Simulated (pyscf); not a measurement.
Structures and frequencies: ωB97X-D3(BJ)/def2-SVP in PySCF. MP2 and CC: frozen core, UHF for open shells. ΔMP2 is the change of the MP2 total energy from the triple- to the quadruple-zeta basis.

Q: Estimate by transition-state theory the rate constant of H₃C–GaH₂ + hydrogen chloride (HCl) → methane (CH₄) + Cl–GaH₂ (singlet surface; C–Ga, Cl–H broken, C–H, Cl–Ga formed) at 600 K, with CCSD(T)/def2-TZVPP + ΔMP2(QZVPP) energies (ideal gas, 1 atm, RRHO with modes under 100 cm⁻¹ raised to 100, one conformer, R ln 2 for chiral ones without a mode under 150 cm⁻¹; no tunnelling).

A: The electronic barrier is 7.1 kcal/mol and the thermal terms add +20.4, so ΔG‡ = 27.5 kcal/mol. With k_BT/h = 1.25e+13 s⁻¹ and RT = 1.192 kcal/mol, and a volume of 8.18e-20 cm³ per molecule at 1 atm, k = 9.7e-17 cm³ molecule⁻¹ s⁻¹. Wigner's tunnelling factor for 1022i cm⁻¹ would be 1.25. A shift of 1 kcal/mol in the barrier changes k by a factor 2.3. On the reactant side the descent ends in a complex, 6.8 kcal/mol under the separated species and 11.4 kcal/mol under the saddle at ωB97X-D3(BJ)/def2-TZVP. At ωB97X-D3(BJ) the barrier from the zero used here is 4.6 kcal/mol. This is the saddle that the search found; another between the same sides may lie lower. The CCSD(T) − MP2 part came from Ansatz, without density fitting, on the same reference. The frozen core leaves the outer d or s,p core shells of the metals and heavy elements correlated in the MP2 and CC values, and def2-TZVPP describes them poorly, which can shift differences by a few kcal/mol. Elements up to Kr have no core potential and no relativistic terms here.
